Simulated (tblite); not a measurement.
Compound: C4H12P (charge +1).
SMILES with atom numbers: `[CH3:1][P+:2]([CH3:3])([CH3:4])[CH3:5]` (hydrogens: H6, H7, H8 on C1; H9, H10, H11 on C3; H12, H13, H14 on C4; H15, H16, H17 on C5)

All values are computed: GFN2-xTB (tblite) harmonic vibrations without scaling, gas phase. Errors from tens to a few hundred cm⁻¹ against measured bands are possible.

Harmonic wavenumbers (cm⁻¹): 118.3, 165.0, 167.3, 167.4, 205.6, 206.0, 250.1, 250.2, 250.5, 652.7, 779.5, 779.6, 779.9, 790.8, 791.0, 791.2, 889.0, 889.2, 941.0, 941.1, 941.3, 1321.6, 1321.7, 1321.8, 1322.6, 1389.3, 1389.4, 1389.5, 1399.5, 1399.7, 1407.5, 1407.7, 1407.7, 3002.7, 3004.5, 3004.7, 3005.0, 3005.1, 3005.5, 3005.7, 3010.1, 3010.4, 3013.3, 3013.6, 3014.1.

A = 3345, B = 3341, C = 3339 MHz; mass 91.068 u (most abundant isotopes); point group Td, symmetry number 12.

**Question.** Zero-point energy?

**Answer.** ½Σν̃ = 32160 cm⁻¹ = 384.71 kJ/mol.

**Question.** What is S at 500 K and 1 bar for an ideal gas of classical rigid rotors and harmonic oscillators?

**Answer.** Translation 175.87, rotation 96.90, vibration 164.25: S = 437.0 J/(mol K).

**Question.** And Cp and H(500 K) − H(0)?

**Answer.** Cp = 201.78 J/(mol K), of which vibrations give 168.52 (their classical limit is 45 R = 374.2); H(500 K) − H(0) = 60.58 kJ/mol without the zero-point energy, 43.95 from vibrations.

**Question.** Which modes carry the vibrational entropy at 500 K?

**Answer.** 118.3 cm⁻¹: 17.31; 165.0 cm⁻¹: 14.59; 167.3 cm⁻¹: 14.47; 167.4 cm⁻¹: 14.47; 205.6 cm⁻¹: 12.80; 206.0 cm⁻¹: 12.78 J/(mol K); the other 39 give 77.82 together.

**Question.** How do the functions run with temperature in this model?

**Answer.** 
| T (K) | S (J/(mol K)) | Cp (J/(mol K)) | H − H(0) (kJ/mol) | G − H(0) (kJ/mol) | ln q(vib) |
| --- | --- | --- | --- | --- | --- |
| 100 | 239.2 | 73.5 | 4.76 | -19.16 | 0.68 |
| 200 | 301.1 | 106.6 | 13.87 | -46.35 | 2.73 |
| 300 | 350.5 | 139.7 | 26.16 | -78.98 | 4.90 |
| 800 | 546.7 | 264.9 | 131.31 | -306.03 | 15.32 |
| 1000 | 609.1 | 294.3 | 187.36 | -421.73 | 19.14 |

q(vib) and H(0) count from the zero-point level.

**Question.** What must be added to the electronic energy to get the Gibbs energy at 500 K and 1 bar?

**Answer.** ZPE + [H(500 K) − H(0)] − T·S = 384.71 + 60.58 − 218.51 = 226.78 kJ/mol.

Hindered rotation and anharmonicity are outside this model.
